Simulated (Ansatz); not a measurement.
Cost and result for the atomization energy of `C=CC(F)S` (10 atoms, 9 bonds).

```xyz
10

C     0.3899   -1.4955    0.1056
C    -0.2580   -0.4720   -0.4287
C    -0.5837    0.7820    0.3036
F    -0.2651    0.6701    1.6362
S     0.2165    2.2211   -0.4423
H     0.7120   -1.4809    1.1396
H     0.6121   -2.3787   -0.4803
H    -0.5826   -0.4872   -1.4643
H    -1.6545    1.0059    0.2409
H     1.4134    1.6352   -0.6103
```

Charge 0, multiplicity 1. The geometry is a stationary point of PBE0-D4/def2-TZVP. It is one conformer, not always the lowest. Program: Ansatz. All runs use 4 threads of an Intel Xeon Platinum 8488C on a shared host. Times are those of one run each, without the atoms' runs, and a repeat can differ threefold. Electronic energies, without spin–orbit coupling; frozen cores. CCSD(T)/CBS adds CCSD(T) − MP2 in def2-TZVPP to the MP2 limit, and its time is that of the two runs behind it. T1 = 0.012. B3LYP takes the VWN-RPA correlation (the form of Gaussian; ORCA's B3LYP/G).

CCSD(T)/CBS is a level of theory with its own doubt, some kJ/mol a heavy atom from the limit and from the frozen cores, so smaller differences don't rank the functionals.

```
                             level  functions  atomization (kcal/mol)  difference from CCSD(T)/CBS  per bond
                 B2PLYP/def2-TZVPP        236                   916.5                         -9.5      -1.1
                    MP2/def2-QZVPP        448                   934.3                          8.3       0.9
                CCSD(T)/def2-TZVPP        236                   901.9                        -24.1      -2.7
                 CCSD(T)/CBS(def2)          –                   926.0                          0.0       0.0
r2SCAN-D4/def2-TZVPP (with forces)        236                   931.1                          5.1       0.6
   PBE-D4/def2-TZVPP (with forces)        236                   955.6                         29.6       3.3
                PBE0-D4/def2-TZVPP        236                   934.4                          8.4       0.9
                ωB97X-V/def2-TZVPP        236                   928.6                          2.6       0.3
 B3LYP-D4/def2-TZVPP (with forces)        236                   926.1                          0.1       0.0
  ωB97M-V/def2-TZVPP (with forces)        236                   931.1                          5.1       0.6
```

Question: Order the runs by time, with rough figures. (Best estimate.)

Answer: Ansatz gave: PBE-D4/def2-TZVPP (with forces) 1.5 s; r2SCAN-D4/def2-TZVPP (with forces) 2.3 s; PBE0-D4/def2-TZVPP 2.5 s; ωB97X-V/def2-TZVPP 3.2 s; B2PLYP/def2-TZVPP 4 s; ωB97M-V/def2-TZVPP (with forces) 4.5 s; B3LYP-D4/def2-TZVPP (with forces) 4.7 s; MP2/def2-QZVPP 16 s; CCSD(T)/def2-TZVPP 59 s; CCSD(T)/CBS(def2) 75 s.

The D4 term adds +7.6 kcal/mol with B3LYP and +4.0 kcal/mol with PBE0; it sums over pairs of atoms, weighted by their polarisabilities, and B3LYP, whose exchange is more repulsive, gets the larger term. In def2-TZVPP, CCSD(T) changes the Hartree–Fock value by +234.7 kcal/mol (the triples alone add +16.2 kcal/mol) and MP2 by +253.1 kcal/mol; breaking electron pairs costs correlation energy, which Hartree–Fock lacks. From PBE to PBE0 (25 % exact exchange), in def2-TZVPP and without D4, the atomization energy moves by −20.4 kcal/mol: exact exchange takes away binding that semilocal exchange gives to molecules.
